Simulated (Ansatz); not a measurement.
**BH5S (SMILES [BH3-][SH2+]) at 6 levels**

Aim: a comparison of 6 runs (HF/STO-3G, UHF/STO-3G, UB3LYP/STO-3G, revPBE/STO-3G, CCSDT(Q)/STO-3G, CCSD/STO-3G) of BH5S. 

The results are computed with Ansatz 0.2.0.

50 further runs of the same task are left out: 1 that didn't finish, 49 set aside as unsound or not needed.

## 1. The structure to begin with

BH5S: 7 atoms, total charge 0, spin state singlet. As SMILES, `[BH3-][SH2+]`. The H4–B1 distance was set to 1.804 Å, away from the relaxed value. At this shape a bond of the SMILES string is far longer than usual.

Bond lengths: B1–S2 1.975 Å, B1–H3 1.207 Å, B1–H5 1.207 Å, S2–H6 1.346 Å, S2–H7 1.346 Å. Angles: B1–S2–H6 103.7°, B1–S2–H7 103.7°, S2–B1–H3 100.3°, S2–B1–H5 100.3°, H6–S2–H7 92.5°, H3–B1–H5 113.7°.

## 2. The energy at HF/STO-3G (run 1)

File input.yaml:

```yaml
crystal:
  periodic: [false, false, false]
  atoms:
    - {symbol: B, position_ang: [-0.616197, 0.031531, -0.836288]}
    - {symbol: S, position_ang: [0.478003, 1.470631, -0.041088]}
    - {symbol: H, position_ang: [-1.713797, 0.529431, -0.763488]}
    - {symbol: H, position_ang: [-0.344400, -1.447600, 0.159700]}
    - {symbol: H, position_ang: [-0.165997, 0.010931, -1.956488]}
    - {symbol: H, position_ang: [0.195403, 1.396831, 1.272912]}
    - {symbol: H, position_ang: [1.684803, 0.898531, 0.126912]}
basis:
  gaussian: {orbitals: STO-3G}
hamiltonian: {xc: hf}
accuracy: high
```

Launch:

```console
$ ansatz run input.yaml --threads 1 --pin off --max-ram 2610MiB --events-out events.jsonl --progress --plain --runs-dir runs
```

The log of the run:

```text
Warning: RAYON_NUM_THREADS=1 ignored (pool sized by the plan → 1); use --threads N
Functional definition: HF
  name "HF"
  exchange = exact_x
  correlation = 0
332 factors; integrals over basis functions are off by at most 1.7e-8 eV
mean field evaluation 1: about -11435.5856 eV, gradient 1.4e1 eV
mean field evaluation 2: about -11435.6249 eV, gradient 1.4e1 eV
mean field evaluation 4: about -11436.8329 eV, gradient 7.3e-1 eV
mean field evaluation 8: about -11436.8339 eV, gradient 1.4e-4 eV
mean field -11436.83389016 eV, -420.2958932989 hartree, gradient 1.4e-8 eV, S^2 0.000000; 0 other end points of the search recorded, 0 dependent functions left out
reference -11436.83389016 eV, -420.2958932989 hartree; 13, 13 occupied and 6, 6 virtual orbitals, 332 factors
Total energy: -11436.83389016 eV, -420.2958932989 hartree
```

Run time: 0.1 s. Hardware: 1 thread of Arm Neoverse V1, shared host.

## 3. A single-point energy at UHF/STO-3G (run 2)

File molecule.yaml:

```yaml
crystal:
  periodic: [false, false, false]
  atoms:
    - symbol: B
      position_ang: [-0.616197, 0.031531, -0.836288]
    - symbol: S
      position_ang: [0.478003, 1.470631, -0.041088]
    - symbol: H
      position_ang: [-1.713797, 0.529431, -0.763488]
    - symbol: H
      position_ang: [-0.344400, -1.447600, 0.159700]
    - symbol: H
      position_ang: [-0.165997, 0.010931, -1.956488]
    - symbol: H
      position_ang: [0.195403, 1.396831, 1.272912]
    - symbol: H
      position_ang: [1.684803, 0.898531, 0.126912]
basis:
  gaussian:
    orbitals: STO-3G
magnetization:
  spin_polarized: true
hamiltonian:
  xc: hf
accuracy: high
```

Launch:

```console
$ ansatz run molecule.yaml --threads 1 --pin off --max-ram 2610MiB --events-out events.jsonl --progress --plain --runs-dir runs
```

The log of the run:

```text
Warning: RAYON_NUM_THREADS=1 ignored (pool sized by the plan → 1); use --threads N
[... 4 set-up lines as earlier in the session ...]
332 factors; integrals over basis functions are off by at most 1.7e-8 eV
mean field evaluation 1: about -11435.5856 eV, gradient 9.6e0 eV
mean field evaluation 2: about -11435.6249 eV, gradient 9.6e0 eV
mean field evaluation 4: about -11436.8329 eV, gradient 5.2e-1 eV
mean field evaluation 8: about -11436.8339 eV, gradient 4.1e-6 eV
mean field evaluation 16: about -11436.8563 eV, gradient 2.4e-2 eV
mean field evaluation 32: about -11436.8022 eV, gradient 9.1e-1 eV
mean field evaluation 64: about -11436.8338 eV, gradient 9.6e-2 eV
mean field -11436.85322537 eV, -420.2966038546 hartree, gradient 2.3e-8 eV, S^2 0.120279; 4 other end points of the search recorded, 0 dependent functions left out
reference -11436.85322537 eV, -420.2966038546 hartree; 13, 13 occupied and 6, 6 virtual orbitals, 332 factors
Total energy: -11436.85322537 eV, -420.2966038546 hartree
```

Wall time 0.2 s (1 thread of Arm Neoverse V1, shared host).

## 4. The energy at UB3LYP/STO-3G (run 3)

File in.yaml:

```yaml
crystal:
  periodic: [false, false, false]
  atoms:
    - {symbol: B, position_ang: [-0.616197, 0.031531, -0.836288]}
    - {symbol: S, position_ang: [0.478003, 1.470631, -0.041088]}
    - {symbol: H, position_ang: [-1.713797, 0.529431, -0.763488]}
    - {symbol: H, position_ang: [-0.344400, -1.447600, 0.159700]}
    - {symbol: H, position_ang: [-0.165997, 0.010931, -1.956488]}
    - {symbol: H, position_ang: [0.195403, 1.396831, 1.272912]}
    - {symbol: H, position_ang: [1.684803, 0.898531, 0.126912]}
basis:
  gaussian:
    orbitals: STO-3G
accuracy: high
magnetization:
  spin_polarized: true
  initial_magnetization: 0
hamiltonian:
  xc: {name: B3LYP}
```

Launch:

```console
$ ansatz run in.yaml --threads 1 --pin off --max-ram 2610MiB --events-out events.jsonl --progress --plain --runs-dir runs
```

The log of the run:

```text
Warning: RAYON_NUM_THREADS=1 ignored (pool sized by the plan → 1); use --threads N
Functional definition: B3LYP
  name "B3LYP"
  parameter a0 = 0.2
  parameter ax = 0.72
  parameter ac = 0.81
  exchange = (1 - a0 - ax)*slater_x + ax*b88_x + a0*exact_x
  correlation = (1 - ac)*vwn_rpa_c + ac*lyp_c
332 factors; integrals over basis functions are off by at most 1.7e-8 eV
mean field evaluation 1: about -11460.4956 eV, gradient 1.1e1 eV
mean field evaluation 2: about -11461.2963 eV, gradient 6.6e0 eV
mean field evaluation 4: about -11461.6992 eV, gradient 5.7e-1 eV
mean field evaluation 8: about -11461.6275 eV, gradient 6.1e-4 eV
mean field evaluation 16: about -11461.6275 eV, gradient 2.8e-9 eV
mean field -11461.62746722 eV, -421.2070404501 hartree, gradient 2.8e-9 eV, S^2 0.000000; 0 other end points of the search recorded, 0 dependent functions left out
reference -11461.62749576 eV, -421.2070414991 hartree; 13, 13 occupied and 6, 6 virtual orbitals, 332 factors
Total energy: -11461.62749576 eV, -421.2070414991 hartree
```

Wall time 2 s (1 thread of Arm Neoverse V1, shared host); peak memory 0.14 GiB.

Runs 4 to 5 aren't shown in full; the table further down has their settings and results.

## 5. A single-point energy at CCSD/STO-3G (run 6)

Edit in.yaml of step 4 so:

```diff
@@ -13,7 +13,8 @@
     orbitals: STO-3G
+total_charge: 0
+correlation:
+  method: ccsd
+  frozen_orbitals: {B: 1, H: 0, S: 5}
 accuracy: high
-magnetization:
-  spin_polarized: true
-  initial_magnetization: 0
-hamiltonian:
-  xc: {name: B3LYP}
+scf:
+  omitted_lower_state_checks: [cluster_reference, increment]
```

Launch:

```console
$ ansatz run in.yaml --threads 1 --pin off --max-ram 2610MiB --events-out events.jsonl --progress --plain --runs-dir runs
```

The log of the run, cut to the lines that bear on the results:

```text
Warning: RAYON_NUM_THREADS=1 ignored (pool sized by the plan → 1); use --threads N
[... 2 set-up lines as earlier in the session ...]
[...]
332 factors; integrals over basis functions are off by at most 1.7e-8 eV
[...]
mean field -11436.83389016 eV, -420.2958932989 hartree, gradient 1.4e-8 eV, S^2 0.000000; 0 other end points of the search recorded, 0 dependent functions left out; unrestricted orbitals would lower it
6 core orbitals not correlated: weight in the atoms' cores, before any rotation towards them, 1.000 or more for the frozen orbitals, at most 0.000 for the correlated occupied ones
reference -11436.83389016 eV, -420.2958932989 hartree; 7, 7 occupied and 6, 6 virtual orbitals, 332 factors
second order -2.53489262 eV of doubles, -0.00000000 eV of singles
cycle   1  -3.27294058 eV  change   -7.4e-1 eV  update   8.1e-2
[...]
cycle  19  -3.74028812 eV  change   3.2e-10 eV  update  8.7e-10
Total energy: -11440.57417828 eV, -420.4333463521 hartree
Checks for a lower state left out: cluster_reference, increment
```

Run time: 0.16 s. Hardware: 1 thread of Arm Neoverse V1, shared host.

## 6. All runs side by side

| run | level | frozen core orbitals | energy (Eh) | wall time |
| --- | --- | --- | --- | --- |
| 1 | HF/STO-3G | – | -420.295893 | 0.1 s |
| 2 | UHF/STO-3G | – | -420.296604 | 0.2 s |
| 3 | UB3LYP/STO-3G | – | -421.207041 | 2 s |
| 4 | revPBE/STO-3G | – | -421.122912 | 1.2 s |
| 5 | CCSDT(Q)/STO-3G | 6 | -420.434668 | 0.34 s |
| 6 | CCSD/STO-3G | 6 | -420.433346 | 0.16 s |

## 7. Summary of results

```
                                          quantity          value
                               run 6: total energy  -420.43335 Eh
run 6: correlation energy (6 core orbitals frozen)     -137.5 mEh
                              run 6: T1 diagnostic          0.010
```

**Reading.** Below the UHF energy at the same shape and in the same basis (STO-3G): CCSDT(Q) -138.1 mEh; CCSD -136.7 mEh. Some of these start from another determinant than that one, so these aren't their correlation energies. Totals of different functionals can't be ranked against each other. In runs 5, 6 the log says that unrestricted orbitals would lower the reference, so the values rest on an unstable closed-shell determinant (other closed-shell runs at this shape may share the fault). In runs 1, 2, 3, 4, 5, 6 the basis is minimal, so the values are rough. Spin contamination of the reference: run 2 ⟨S²⟩ = 0.12. All runs together took 4.1 s, the longest 2 s.
